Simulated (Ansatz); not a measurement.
# AlBHS+ (quintet): the correlation ladder, cc-pVDZ

How much of the correlation energy of AlBHS+ (quintet) does each wave-function method recover here?

Computed with Ansatz 0.2.0, Gaussian basis. Level: cc-pVDZ, core rule «outside noble gas», up to 11 orbitals frozen.

Plan: UHF; CCSD(T) on ROHF; CCSD(T) on UHF; BCCD(T) on ROHF; CISD as a restricted active space (open shells left free, so some higher excitations enter); CCSDT(Q) on ROHF; CCSDT(Q) on UHF.

17 further runs of the same task are left out: 5 that didn't finish, 12 set aside as unsound or not needed. Runs told in other sessions of the task aren't counted.

## Step 1: What is computed

The geometry is a PBE0/def2-TZVP stationary point (not a proven minimum) of the parent state, kept for this charge and spin.

4 atoms, charge 1, spin multiplicity 5.

Atoms are counted from 1 here; the program's logs count them from 0.

Bond lengths: Al1–S2 2.322 Å, Al1–B3 2.086 Å, S2–B3 1.759 Å, B3–H4 1.184 Å. Angles: S2–Al1–B3 46.7°, Al1–S2–B3 59.6°, Al1–B3–S2 73.8°, Al1–B3–H4 142.4°, S2–B3–H4 143.8°.

## Step 2: UHF

Contents of in.yaml:

```yaml
crystal:
  periodic: [false, false, false]
  atoms:
    - {symbol: Al, position_ang: [0.000000, 0.182013, 1.306388]}
    - {symbol: S, position_ang: [0.000000, 0.338637, -1.010374]}
    - {symbol: B, position_ang: [0.000000, -1.234666, -0.224295]}
    - {symbol: H, position_ang: [0.000000, -2.402343, -0.422520]}
basis:
  gaussian: {orbitals: cc-pVDZ}
total_charge: 1
magnetization: {spin_polarized: true, initial_magnetization: 4}
hamiltonian: {xc: hf}
output: {orbitals: {seedname: orbitals}}
```

On the command line:

```
$ ansatz run in.yaml --threads 1 --pin off --events-out ev --progress --plain --max-ram 2393MiB
```

Further steps of the session: CCSD(T) on ROHF; CCSD(T) on UHF; BCCD(T) on ROHF; CISD as a restricted active space (open shells left free, so some higher excitations enter); CCSDT(Q) on ROHF; CCSDT(Q) on UHF.

Before running them: what should the planned runs give, taken together? Wanted: UCCSDT(Q) from the RHF energy; RMP2 from UCCSDT(Q); UMP2 from UCCSDT(Q); RCCSD from UCCSDT(Q); RCCSD(T) from UCCSDT(Q); UCCSD(T) from UCCSDT(Q); RCCSDT(Q) from UCCSDT(Q); T1 diagnostic.

**Answer**, as computed:

| quantity | value |
| --- | --- |
| UCCSDT(Q) from the ROHF energy | -6.7014 eV |
| RMP2 from UCCSDT(Q) | +28.01 kcal/mol |
| UMP2 from UCCSDT(Q) | +28.41 kcal/mol |
| RCCSD from UCCSDT(Q) | +6.75 kcal/mol |
| RCCSD(T) from UCCSDT(Q) | +1.36 kcal/mol |
| UCCSD(T) from UCCSDT(Q) | +1.34 kcal/mol |
| RCCSDT(Q) from UCCSDT(Q) | +0.05 kcal/mol |
| levels within 1 kcal/mol (43 meV) | RCCSDT, UCCSDT, RCCSDT(Q) |
| T1 diagnostic | 0.029 |

RCCSD(T) lands +1.36 kcal/mol from the yardstick (0.9 % of the correlation energy). These misses are within one basis, not against nature; the frozen cores of restricted and unrestricted runs differ, which can shift their rows.

With open shells the CI space here admits some higher excitations, so it is larger than plain CISD.
